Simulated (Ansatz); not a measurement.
# CH2F2 (difluoromethane) at CCSDTQ/STO-3G

Aim: the energy change on altering one bond length of CH2F2 (difluoromethane) at CCSDTQ/STO-3G, from 2 runs. 

The results are computed with Ansatz 0.2.0.

44 further runs of the same task are left out: 1 that didn't finish, 43 set aside as unsound or not needed.

**1. The molecule**

The species is CH2F2 (5 atoms), meant as a singlet with charge 0. SMILES: `FCF`. Geometry: relaxed at PBE0-D4/def2-TZVP.

Bond lengths: F1–C2 1.351 Å, C2–F3 1.351 Å, C2–H4 1.093 Å, C2–H5 1.094 Å. Angles: F1–C2–F3 108.6°, F1–C2–H4 108.8°, F1–C2–H5 108.8°, F3–C2–H4 108.8°, F3–C2–H5 108.8°, H4–C2–H5 113.0°.

**2. A single-point energy at CCSDTQ/STO-3G**

File run.yaml:

```yaml
crystal:
  periodic: [false, false, false]
  atoms:
    - {symbol: F, position_ang: [-1.073300, 0.191200, 0.698300]}
    - {symbol: C, position_ang: [0.010100, -0.016900, -0.082300]}
    - {symbol: F, position_ang: [1.090500, -0.179200, 0.713200]}
    - {symbol: H, position_ang: [-0.142700, -0.932900, -0.659500]}
    - {symbol: H, position_ang: [0.165300, 0.864200, -0.711100]}
basis:
  gaussian:
    orbitals: STO-3G
correlation:
  method: ccsdtq
  frozen_orbitals: {C: 1, F: 1, H: 0}
accuracy: high
scf:
  omitted_lower_state_checks: [cluster_reference, increment]
```

On the command line:

```bash
$ ansatz run run.yaml --threads 1 --pin off --max-ram 2610MiB --events-out events.jsonl --progress --plain --runs-dir runs
```

Output (excerpt; [...] marks lines left out):

```text
Warning: RAYON_NUM_THREADS=1 ignored (pool sized by the plan → 1); use --threads N
Functional definition: HF
  name "HF"
[...]
295 factors; integrals over basis functions are off by at most 3.5e-8 eV
[...]
mean field -6384.46065290 eV, -234.6246014513 hartree, gradient 1.1e-8 eV, S^2 0.000000; 0 other end points of the search recorded, 0 dependent functions left out
3 core orbitals not correlated: weight in the atoms' cores, before any rotation towards them, 1.000 or more for the frozen orbitals, at most 0.000 for the correlated occupied ones
reference -6384.46065290 eV, -234.6246014513 hartree; 10, 10 occupied and 4, 4 virtual orbitals, 295 factors
second order -2.19057011 eV of doubles, -0.00000000 eV of singles
cycle   1  -2.64403781 eV  change   -4.5e-1 eV  update   6.1e-2
[...]
cycle  22  -2.97591675 eV  change  -4.2e-10 eV  update   1.1e-9
Total energy: -6387.43656965 eV, -234.7339643747 hartree
Checks for a lower state left out: cluster_reference, increment
```

It took 7.2 s on 1 thread of Arm Neoverse V2, shared host; peak memory 0.18 GiB.

**3. The distorted shape at the same level**

File job.yaml:

```yaml
crystal:
  periodic: [false, false, false]
  atoms:
    - {symbol: F, position_ang: [-1.112098, -0.029062, 0.855491]}
    - {symbol: C, position_ang: [-0.028698, -0.237162, 0.074891]}
    - {symbol: F, position_ang: [1.051702, -0.399462, 0.870391]}
    - {symbol: H, position_ang: [-0.181498, -1.153162, -0.502309]}
    - {symbol: H, position_ang: [0.165300, 0.864200, -0.711100]}
basis:
  gaussian:
    orbitals: STO-3G
correlation:
  method: ccsdtq
  frozen_orbitals: {C: 1, F: 1, H: 0}
accuracy: high
scf:
  omitted_lower_state_checks: [cluster_reference, increment]
```

On the command line:

```bash
$ ansatz run job.yaml --threads 1 --pin off --max-ram 2610MiB --events-out events.jsonl --progress --plain --runs-dir runs
```

Output (excerpt; [...] marks lines left out):

```text
Warning: RAYON_NUM_THREADS=1 ignored (pool sized by the plan → 1); use --threads N
[... 2 set-up lines as earlier in the session ...]
[...]
295 factors; integrals over basis functions are off by at most 3.5e-8 eV
[...]
mean field -6383.50127937 eV, -234.5893451242 hartree, gradient 1.4e-8 eV, S^2 0.000000; 0 other end points of the search recorded, 0 dependent functions left out
3 core orbitals not correlated: weight in the atoms' cores, before any rotation towards them, 1.000 or more for the frozen orbitals, at most 0.000 for the correlated occupied ones
reference -6383.50127937 eV, -234.5893451242 hartree; 10, 10 occupied and 4, 4 virtual orbitals, 295 factors
second order -2.45759112 eV of doubles, -0.00000000 eV of singles
cycle   1  -2.97076480 eV  change   -5.1e-1 eV  update   7.1e-2
[...]
cycle  23  -3.38718863 eV  change   6.0e-10 eV  update   1.4e-9
Total energy: -6386.88846799 eV, -234.7138220103 hartree
Checks for a lower state left out: cluster_reference, increment
```

Run time: 7.8 s. Hardware: 1 thread of Arm Neoverse V2, shared host; peak memory 0.18 GiB.

**4. What came out**

At CCSDTQ/STO-3G, 3 core orbitals frozen:

```
                                                         quantity          value
                                        first shape: total energy  -234.73396 Eh
         first shape: correlation energy (3 core orbitals frozen)     -109.4 mEh
                                       first shape: T1 diagnostic          0.008
                                    distorted shape: total energy  -234.71382 Eh
     distorted shape: correlation energy (3 core orbitals frozen)     -124.5 mEh
                                   distorted shape: T1 diagnostic          0.009
energy change with the C2–H5 bond stretched from 1.094 to 1.367 Å       0.548 eV
```

**Reading.** With the C2–H5 bond stretched from 1.094 to 1.367 Å the energy rises by 0.55 eV (52.9 kJ/mol). The first shape isn't relaxed at this level, so the change isn't measured from a minimum. The minimal basis adds a large error of its own.
